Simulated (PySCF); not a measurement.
# CHFO2, a complex of two parts: interaction energy

The task here is to estimate one member of a computed series from the others.

Computed with PySCF 2.14.0; each step states its level. No surroundings beyond the atoms listed, unless a continuum is named. Atoms count from 0, parts from 1.

## The system as given

5 atoms, charge 0, multiplicity 1; geometry: GFN2-xTB. Parts: 1 = atoms 0–1, `F`, charge 0; 2 = atoms 2–4, `O=C=O`, charge 0.

Set-up of the first run:

The job: settings as JSON, then the geometry in Å.

```
{"job": {"xc": "PBE0", "basis": "def2-TZVPD", "d3": "d3bj", "grid": 3, "kind": "geom", "shake": 0.01}, "charge": 0, "multiplicity": 1, "parts": [{"atoms": "0-1", "charge": 0, "multiplicity": 1}, {"atoms": "2-4", "charge": 0, "multiplicity": 1}]}
F     -0.074610     0.409774    -0.134154
H     -0.014234    -0.461716     0.131798
O      0.146921    -2.210586     0.656146
C      0.308590    -3.299854     0.989501
O      0.380355    -4.395241     1.307685
```

Started as:

```bash
OMP_NUM_THREADS=1 python cluster_run.py task.json out
```

The driver reads the jobs from task.json and runs them one after another.

Among the steps run: Geometry optimisation at PBE0-D3(BJ)/def2-TZVPD; Coupled-cluster interaction energy: CCSD(T) and MP2, 1.96 Å; Coupled-cluster interaction energy: CCSD(T) and MP2, 2.06 Å; Coupled-cluster interaction energy: CCSD(T) and MP2, 2.16 Å; Coupled-cluster interaction energy: CCSD(T) and MP2, 1.86 Å; Coupled-cluster interaction energy: CCSD(T) and MP2, 2.45 Å; Coupled-cluster interaction energy: CCSD(T) and MP2, 1.76 Å; Coupled-cluster interaction energy: CCSD(T) and MP2, 2.94 Å; Coupled-cluster interaction energy: CCSD(T) and MP2, 3.92 Å.

One of the session's tables, all rows but one given; the rest of the session is left out.

It belongs to the step «Coupled-cluster interaction energy: CCSD(T) and MP2, 3.92 Å». 

| method | interaction energy (kcal/mol) |
| --- | --- |
| HF/aug-cc-pVDZ | -0.58 |
| MP2/aug-cc-pVDZ | -0.50 |
| CCSD/aug-cc-pVDZ | -0.53 |
| CCSD(T)/aug-cc-pVDZ | -0.52 |
| HF/aug-cc-pVQZ | ? |
| MP2/aug-cc-pVQZ | -0.49 |
| SCS-MP2/aug-cc-pVQZ | -0.49 |
| MP2, extrapolated | -0.49 |
| CCSD(T), limit estimate | -0.51 |

Q: Estimate the row for HF/aug-cc-pVQZ from the others.

**Answer.** interaction energy (kcal/mol): -0.56. In the column «interaction energy (kcal/mol)» it lies between HF/aug-cc-pVDZ (-0.58) and CCSD/aug-cc-pVDZ (-0.53).
